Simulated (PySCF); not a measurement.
# Polarisability of `C[O+](C)CF`

Species: C3H8FO (charge +1).
SMILES with atom numbers: `[CH3:1][O+:2]([CH3:3])[CH2:4][F:5]` (hydrogens: H6, H7, H8 on C1; H9, H10, H11 on C3; H12, H13 on C4)

Cartesian coordinates in Å at the GFN2-xTB level; atoms count from 1:
```xyz
13
C3H8FO angstrom
C     -0.8362   -0.9000   -0.6496
O     -0.1388   -0.1934    0.4148
C     -0.4925    1.2183    0.4380
C      1.2836   -0.3844    0.3477
F      1.7357    0.1396   -0.7998
H     -1.9056   -0.7765   -0.4858
H     -0.5587   -0.5129   -1.6318
H     -0.5863   -1.9583   -0.5810
H     -1.5733    1.2915    0.5476
H     -0.0154    1.6759    1.3042
H     -0.1721    1.7224   -0.4759
H      1.5025   -1.4596    0.3625
H      1.7527    0.1379    1.1913
```

Level: B3LYP/def2-SVPD (PySCF), static field, nuclei fixed, core orbitals frozen in the response. The polarisability tensor in these axes (au):

```
x   41.35 -0.62  1.26
y   -0.62 40.40  2.26
z    1.26  2.26 36.66
```

Q: Diagonalise the tensor; give its mean and Δα, where Δα² is half the sum of the squared differences of the eigenvalues.

A: Principal values 35.27, 41.46 and 41.68 au; mean 39.47 au = 5.85 Å³ = 6.51 × 10⁻⁴⁰ C²·m²/J; Δα = 6.30 au (16 % of the mean).

Q: Give the eigenvalues of the traceless quadrupole moment Θ = ½Σq(3rr − r²1), origin at the centre of nuclear charge.

A: -9.61, 4.70, 4.90 D·Å. The values depend on the origin, since the species is charged. The electronic extent ⟨r²⟩ about the same centre is 405 bohr², a root-mean-square distance of 1.64 Å for the 42 electrons.

Q: Rayleigh depolarisation ratio (linearly polarised light, static tensor)?

A: ρ = 3Δα²/(45ᾱ² + 4Δα²) = 119.0/(70113 + 158.7) = 0.00169.

Q: In TDDFT the mean static polarisability is Σ f/ω² over all singlet excitations (ω in hartree). How much of it do the 8 lowest give? Their energies (eV) and oscillator strengths: 9.65, 0.0005; 9.66, 0.0003; 10.41, 0.0068; 10.63, 0.0284; 10.72, 0.0000; 10.93, 0.0007; 11.00, 0.0258; 11.01, 0.0118.

A: They add up to 0.47 au, 1.2 % of the 39.47 au; the largest single term is 0.19 au, from the state at 10.63 eV. Terms in order: 0.00, 0.00, 0.05, 0.19, 0.00, 0.00, 0.16, 0.07 au. Higher excitations give the rest. The strengths listed sum to 0.074.

The structure is a single GFN2-xTB conformer in the gas phase; no vibrational or solvent corrections.
